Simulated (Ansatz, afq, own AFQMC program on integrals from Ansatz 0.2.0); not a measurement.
## Ga2H2, triplet in cc-pVDZ, levels against CCSDT(Q)

```xyz
4

Ga    0.0000    0.0000   -1.2142
Ga    0.0000    0.0000    1.2681
H     0.0000    1.4216   -1.8666
H     0.0000   -1.4216   -1.8666
```

Connectivity, by distances: GaH2–Ga.

Basis cc-pVDZ. Only valence electrons are correlated. AFQMC by an in-house program on the Cholesky factors that Ansatz 0.2.0 writes for its CCSD(T) run. The CISD trial takes its coefficients from CCSD amplitudes. Released means that phaseless walkers are propagated on without the constraint, phases kept. Free AFQMC starts from the CCSD state and is never constrained. Its projection time is finite, and what remains of the start isn't in its error. Uncertainties: one standard error, sampling alone. No spin–orbit coupling.

Determinant: UHF, the one that the program's search chose, which needn't be the lowest solution. The geometry is a point of a scan.

No full CI on the walks' own integrals is used here; CCSDT(Q) serves as the reference and is uncertain by about the last step of the cluster series.

Cautions: no relativity below Rb; no spin-orbit coupling; inner d shell frozen; lower spins were not checked.

* T1 diagnostic: 0.0225
* weight of the determinant in the CISD state: 0.888
* ⟨S²⟩ of the determinant: 2.017
* size of the correlated space: 8 electrons in 36 orbitals

Reference: CCSDT(Q), correlation energy -3.623 eV. The released energy is read at 2.40 1/Eh (meV from the phaseless value at times in 1/Eh: -2 ± 9 at 0.24, -11 ± 8 at 0.51, -10 ± 8 at 0.99, -2 ± 7 at 1.62, 3 ± 8 at 2.40).

| level | E − E(reference) (meV) | share of correlation (%) |
| --- | --- | --- |
| HF | 3622.6 | 0.00 |
| MP2 | 978.0 | 73.00 |
| CCSD | 130.9 | 96.39 |
| CCSD(T) | 35.3 | 99.03 |
| CCSDT | 4.3 | 99.88 |
| ph-AFQMC/HF | 27.1 ± 30.5 | 99.25 |
| ph-AFQMC/CISD | 1.4 ± 7.5 | 99.96 |
| released AFQMC | 4.7 ± 8.1 | 99.87 |
| free AFQMC | -3.3 ± 8.7 | 100.09 |

Free projections are given only where their last times agree within the noise and don't stop above the reference; a slow remainder of the start can still hide under it. A walk keeps the symmetry of its determinant, which the program's search chose and which needn't be the lowest solution, so a lower state of the same spin and another symmetry isn't excluded. Released energies are given only where the last usable release times agree within the noise; a slower fall can still hide under it.
